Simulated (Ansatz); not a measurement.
**BO (doublet): wave-function methods side by side, 6-31G**

How much of the correlation energy of BO (doublet) does each wave-function method recover here?

Method: 6-31G, core rule «outside noble gas», up to 2 orbitals frozen; program: Ansatz 0.2.0, Gaussian basis.

The runs, in order: UHF; CCSD(T) on ROHF; CCSD(T) on UHF; BCCD(T) on ROHF; CISD as a restricted active space (open shells left free, so some higher excitations enter); CCSDT(Q) on ROHF; CCSDT(Q) on UHF; CISDTQ; CCSDTQ on ROHF; CCSDTQ on UHF; CASSCF and MRCISD+Q, 9 electrons in 8 orbitals; CASSCF and NEVPT2, 9 electrons in 8 orbitals; Full CI.

13 further runs of the same task are left out: 4 that didn't finish, 9 set aside as unsound or not needed. Runs told in other sessions of the task aren't counted.

## (1) The system

The geometry is a PBE0/def2-TZVP stationary point (not a proven minimum).

2 atoms, charge 0, spin multiplicity 2.

Atoms are counted from 1 here; the program's logs count them from 0.

Bond lengths: B1–O2 1.201 Å.

Geometry (Å):

```
B     0.0000    0.0000    0.0000
O     0.0000    0.0000    1.2006
```

## (2) UHF

in.yaml reads:

```yaml
crystal:
  periodic: [false, false, false]
  atoms:
    - {symbol: B, position_ang: [0.000000, 0.000000, 0.000000]}
    - {symbol: O, position_ang: [0.000000, 0.000000, 1.200581]}
basis:
  gaussian: {orbitals: 6-31G}
magnetization: {spin_polarized: true, initial_magnetization: 1}
hamiltonian: {xc: hf}
output: {orbitals: {seedname: orbitals}}
```

Launch:

```bash
ansatz run in.yaml --threads 1 --pin off --events-out ev --progress --plain --max-ram 2393MiB
```

The runs that follow: CCSD(T) on ROHF; CCSD(T) on UHF; BCCD(T) on ROHF; CISD as a restricted active space (open shells left free, so some higher excitations enter); CCSDT(Q) on ROHF; CCSDT(Q) on UHF; CISDTQ; CCSDTQ on ROHF; CCSDTQ on UHF; CASSCF and MRCISD+Q, 9 electrons in 8 orbitals; CASSCF and NEVPT2, 9 electrons in 8 orbitals; Full CI.

**Question.** What will the summary of the whole plan be? Wanted: FCI from the RHF energy; RMP2 from FCI; UMP2 from FCI; RCCSD from FCI; RCCSD(T) from FCI; UCCSD(T) from FCI; RCCSDT(Q) from FCI; UCCSDT(Q) from FCI; NEVPT2 valence from FCI.

**Answer**, as computed:

| quantity | value |
| --- | --- |
| FCI from the ROHF energy | -5.0968 eV |
| RMP2 from FCI | +222.2 meV |
| UMP2 from FCI | +266.6 meV |
| RCCSD from FCI | +220.3 meV |
| RCCSD(T) from FCI | +35.5 meV |
| UCCSD(T) from FCI | +46.0 meV |
| RCCSDT(Q) from FCI | +2.1 meV |
| UCCSDT(Q) from FCI | -7.3 meV |
| NEVPT2 valence from FCI | +400.4 meV |
| MRCISD+Q valence from FCI | +31.3 meV |
| levels within 1 kcal/mol (43 meV) | RCCSD(T), BCCD(T), RCCSDT, UCCSDT, CISDTQ, RCCSDT(Q), UCCSDT(Q), RCCSDTQ, UCCSDTQ, MRCISD+Q valence |
| T1 diagnostic | 0.035 |
| effectively unpaired electrons | 1.07 |

**Reading.** RCCSD(T) misses by +35.5 meV, 0.7 % of the correlation energy. UCCSDT(Q) falls below full CI: unrestricted runs freeze a spin-polarised core, another one than full CI's, and coupled cluster isn't variational. One determinant dominates. Of the multireference levels listed MRCISD+Q valence comes nearest in total energy (+31.3 meV), which doesn't show that its space is the better one. These misses are within one basis, not against nature; the frozen cores of restricted and unrestricted runs differ, which can shift their rows.

Levels on UHF freeze UHF's core orbitals, full CI those of ROHF, so the U rows can settle a little off it for that reason alone.

With open shells the CI space here admits some higher excitations, so it is larger than plain CISD.
